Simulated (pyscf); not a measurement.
SnH₂ (SMILES [SnH2]) [singlet] + H₂ (SMILES [H][H]) + H₂ (SMILES [H][H]) → SnH₄ (SMILES [SnH4]) + H₂ (SMILES [H][H]) (multi-bond step; singlet surface; H–H, H–H broken, H–Sn, H–Sn, H–H formed). PySCF, gas phase, ωB97X-D3(BJ)/def2-SVP geometries. Energies in kcal/mol from the separated reactants.

```json
[
 {"level": "ωB97X-D3(BJ)/def2-TZVP", "barrier": "39.9", "reaction energy": "-26.1"},
 {"level": "r²SCAN/def2-TZVP", "barrier": "32.9", "reaction energy": "-24.2"},
 {"level": "B3LYP-D3(BJ)/def2-TZVP", "barrier": "___", "reaction energy": "___"},
 {"level": "M06-2X/def2-TZVP", "barrier": "___", "reaction energy": "-20.8"},
 {"level": "ωB97M-D3(BJ)/def2-TZVP", "barrier": "42.0", "reaction energy": "-22.8"},
 {"level": "HF/def2-TZVP", "barrier": "66.0", "reaction energy": "-22.6"}
]
```

Q: Complete the blanks.

A: 
- B3LYP-D3(BJ)/def2-TZVP, barrier: 38.3
- B3LYP-D3(BJ)/def2-TZVP, reaction energy: -19.5
- M06-2X/def2-TZVP, barrier: 45.4

The functionals in the table span 12.5 kcal/mol in this barrier, from r²SCAN to M06-2X. One saddle was located; it need not be the lowest between these sides. Elements past Kr carry the def2 core potentials, without spin-orbit coupling.
